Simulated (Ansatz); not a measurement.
Total energies of BH2Cl from Ansatz at r2SCAN-D4/def2-TZVP, gas phase (1 Eh = 27.2114 eV = 2625.5 kJ/mol). The reference geometry is relaxed at PBE0-D4/def2-TZVP.

```xyz
4

B     0.115    0.027    0.096
H     1.133    0.452   -0.352
H    -0.054   -0.196    1.253
Cl   -1.193   -0.284   -0.997
```

| state | geometry | energy (Eh) |
| --- | --- | --- |
| charge 0 singlet | reference | -486.23520 |
| charge 1 doublet | reference | -485.82433 |
| free B atom (doublet) | – | -24.63675 |
| free H atom (doublet) | – | -0.49993 |
| free Cl atom (doublet) | – | -460.11688 |

Question: Work out the vertical ionisation energy to the doublet.

Answer: E(charge 1 doublet) − E(charge 0 singlet) = -485.82433 − (-486.23520) = 0.41087 Eh = 11.18 eV. For comparison, −ε of the highest occupied level is 7.57 eV at this level, 3.61 eV less.

Question: What is the binding energy per atom against free atoms?

Answer: Atoms: 1 × (-24.63675) + 2 × (-0.49993) + 1 × (-460.11688) = -485.75349 Eh. Binding: -485.75349 − (-486.23520) = 0.48171 Eh = 13.11 eV, or 3.28 eV for each of 4 atoms (no zero-point energy, no counterpoise term).
